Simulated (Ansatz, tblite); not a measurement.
Adding an electron: the cluster Li3H5⁺ (the lowest doublet isomer of a short search). Charge 1, multiplicity 2. Geometry: PBE0-D4/def2-TZVP. Ansatz, gas phase; energy differences of separate SCF runs; the reduced species is a singlet (the triplet lies 0.18 eV higher at PBE0-D4/def2-TZVP).

Cartesian coordinates in Å:
```
Li -0.470 1.004 -0.061
Li -1.756 3.981 -0.623
Li 0.829 -1.974 0.425
H 1.820 -3.750 0.023
H -0.706 2.653 -0.780
H -1.565 2.442 0.076
H 0.187 -0.507 0.190
H 1.661 -3.850 0.751
```

The xTB rows come from tblite. In the doublet, H4 and H8 lie 0.75 Å apart, H5 and H6 lie 1.23 Å apart (atoms count from 1), so H2 has formed as a molecule. The structure comes from a short search, and lower isomers may exist.

(1) Estimate orbital energies and vertical electron affinities at: GFN1-xTB; GFN2-xTB; PBE-D4/def2-TZVP; r2SCAN-D4/def2-TZVP; PBE0-D4/def2-TZVP.

## Answers

(1) 
```csv
level,−HOMO (eV),−LUMO (eV),vertical EA (eV),HOMO–LUMO gap (eV),remarks
GFN1-xTB,–,–,11.06,–,–
GFN2-xTB,–,–,7.63,–,–
PBE-D4/def2-TZVP,7.48,5.97,3.71,1.51,"restricted singlet, untested (singlet)"
r2SCAN-D4/def2-TZVP,7.71,5.42,3.42,2.30,"restricted singlet, untested (singlet)"
PBE0-D4/def2-TZVP,8.50,5.02,3.48,3.48,"restricted singlet, untested (singlet)"
```

  HOMO and LUMO are the levels of the spin that leaves or enters (xTB has no such levels and no spin-polarisation term). Other spin states of the ions may lie lower, which would lower the ionisation energy or raise the affinity. Raw xTB energy differences between charge states are shifted by several eV; the methods need an empirical correction for them.
